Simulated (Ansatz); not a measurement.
**SiP (quartet): RPA-PBE over a scan of the distance Si1–P2, 6-31G**

How well do these functionals follow the top wave-function level for SiP (quartet) over a scan of the distance Si1–P2?

The runs use Ansatz 0.2.0, Gaussian basis; 6-31G, all electrons in the functionals, frozen cores in the correlation of double hybrids and RPA.

Plan: RPA-PBE, at 1.884 Å; 2.125 Å; 2.343 Å; 2.563 Å; 2.861 Å; 3.259 Å; 3.721 Å; 4.334 Å; 5.138 Å; 6.222 Å; 7.841 Å.

26 further runs of the same task are left out: 20 that didn't finish, 6 set aside as unsound or not needed.

### Step 1. What is computed

The geometry derives from a PBE0/def2-TZVP stationary point (not a proven minimum). One bond is set to the value named and the two fragments are kept rigid.

2 atoms, charge 0, spin multiplicity 4.

Atoms are counted from 1 here; the program's logs count them from 0.

Bond lengths: Si1–P2 2.343 Å.

No dispersion term is added.

The geometry shown and the zero of energy belong to the point 2.343 Å. The yardstick, FCI, and other wave-function levels (R restricted, U unrestricted, valence and pair active spaces) come from earlier runs.

### Step 2. RPA-PBE, 1.884 Å

The input, in.yaml:

```yaml
crystal:
  periodic: [false, false, false]
  atoms:
    - {symbol: Si, position_ang: [0.000000, 0.000000, 0.000000]}
    - {symbol: P, position_ang: [0.000000, 0.000000, 1.884000]}
basis:
  gaussian: {orbitals: 6-31G}
magnetization: {spin_polarized: true, initial_magnetization: 3}
hamiltonian: {xc: {name: PBE}}
correlation: {method: rpa, electrons: outside_noble_gas}
```

The run is started by

```console
$ ansatz run in.yaml --threads 1 --pin off --events-out ev --progress --plain --max-ram 2393MiB
```

Further steps of the session: RPA-PBE, 2.125 Å; RPA-PBE, 2.343 Å; RPA-PBE, 2.563 Å; RPA-PBE, 2.861 Å; RPA-PBE, 3.259 Å; RPA-PBE, 3.721 Å; RPA-PBE, 4.334 Å; RPA-PBE, 5.138 Å; RPA-PBE, 6.222 Å; RPA-PBE, 7.841 Å.

Before running them: what should the planned runs give, taken together? Wanted: span of the FCI curve; largest miss, RPA-PBE.

The runs gave:

| quantity | value |
| --- | --- |
| span of the FCI curve | 1.866 eV |
| largest miss, RPA-PBE | +0.406 eV (1.884 Å) |

**Reading.** RPA-PBE strays by up to 0.406 eV, at 1.884 Å. RPA-PBE clearly breaks the spin symmetry at some points (⟨S²⟩ up to 1.00 above the pure value), so energy there is bought with a mixed spin. Functionals and the yardstick converge differently with the basis, so part of each miss in 6-31G is the basis.
